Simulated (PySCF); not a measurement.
PySCF input (M06-2X/6-31G* (5d)):

```python
from pyscf import gto, dft

mol = gto.M(
    atom='''
    C    -0.08418987    1.42741835   -0.51191986
    S     0.17718637   -0.00065284    0.57178962
    C    -0.09971911   -1.42697406   -0.51036667
    H    -0.09015291    2.31038628    0.12496582
    H     0.77169739    1.46446615   -1.18355940
    H    -1.01598597    1.32490158   -1.06155473
    H    -0.11528527   -2.30913124    0.12747948
    H    -1.03034786   -1.31492304   -1.06011830
    H     0.75571041   -1.47406314   -1.18196043
    H    -1.00716386    0.00614320    1.21983281
    ''',
    basis='6-31g*',
    charge=1,
    spin=0,
    verbose=4,
)

mf = dft.RKS(mol, xc='m062x')
mf.grids.level = 4
mf.conv_tol = 1e-9
mf.max_cycle = 100
mf.max_memory = 1500
mf.kernel()
if not mf.converged:
    mf = mf.newton()
    mf.kernel(mf.make_rdm1())
mf.dip_moment()
```

From the last part of the output:

```
diis_start_cycle = 1
diis_space = 8
diis_damp = 0
SCF conv_tol = 1e-09
SCF conv_tol_grad = None
SCF max_cycles = 100
direct_scf = True
direct_scf_tol = 1e-13
XC library pyscf.dft.libxc version 7.1.2
    S. Lehtola, C. Steigemann, M. J. T. Oliveira, and M. A. L. Marques,  SoftwareX 7, 1–5 (2018)
XC functionals = m062x
    Y. Zhao and D. G. Truhlar,  Theor. Chem. Acc. 120, 215 (2008)
    Y. Zhao and D. G. Truhlar,  Theor. Chem. Acc. 120, 215 (2008)
radial grids:
    Treutler-Ahlrichs [JCP 102, 346 (1995); DOI:10.1063/1.469408] (M4) radial grids

becke partition: Becke, JCP 88, 2547 (1988); DOI:10.1063/1.454033
pruning grids: <function nwchem_prune>
grids dens level: 4
symmetrized grids: False
atomic radii adjust function: <function treutler_atomic_radii_adjust>
small_rho_cutoff = 0
Set gradient conv threshold to 3.16228e-05
Initial guess from minao.
tot grids = 195864
init E= -478.725930192727
  HOMO = -0.343107911386638  LUMO = 0.0017175453360041  gap/eV = 9.38318
cycle= 1 E= -478.208456415945  delta_E= 0.517  |g|= 0.271  |ddm|= 2.56
  HOMO = -0.637802303955669  LUMO = -0.202769660774229  gap/eV = 11.83784
cycle= 2 E= -478.22730376512  delta_E= -0.0188  |g|= 0.149  |ddm|= 0.578
  HOMO = -0.600044125773354  LUMO = -0.161924704904389  gap/eV = 11.92184
cycle= 3 E= -478.233748552572  delta_E= -0.00644  |g|= 0.0245  |ddm|= 0.227
  HOMO = -0.602803749138233  LUMO = -0.16204143110176  gap/eV = 11.99375
cycle= 4 E= -478.233904756919  delta_E= -0.000156  |g|= 0.00866  |ddm|= 0.0361
  HOMO = -0.602666774041476  LUMO = -0.161965657050945  gap/eV = 11.99209
cycle= 5 E= -478.233925698218  delta_E= -2.09e-05  |g|= 0.00167  |ddm|= 0.00928
  HOMO = -0.602517983088684  LUMO = -0.161931247173649  gap/eV = 11.98898
cycle= 6 E= -478.233926432067  delta_E= -7.34e-07  |g|= 0.000456  |ddm|= 0.00199
  HOMO = -0.602591075565546  LUMO = -0.161988773841431  gap/eV = 11.98940
cycle= 7 E= -478.233926496424  delta_E= -6.44e-08  |g|= 4.06e-05  |ddm|= 0.000583
  HOMO = -0.602596433570683  LUMO = -0.161987042001823  gap/eV = 11.98959
cycle= 8 E= -478.233926497171  delta_E= -7.47e-10  |g|= 7.88e-06  |ddm|= 9.38e-05
  HOMO = -0.602594318240803  LUMO = -0.161985407424238  gap/eV = 11.98958
Extra cycle  E= -478.233926497197  delta_E= -2.63e-11  |g|= 3.23e-06  |ddm|= 1.72e-05
converged SCF energy = -478.233926497197

WARN: System has nonzero charge 1; the dipole moment is origin-dependent.
Location of origin: [0. 0. 0.]

Dipole moment(X, Y, Z, Debye): -1.07875,  0.00577, -0.17779
```

The dipole moment of an ion depends on the origin.
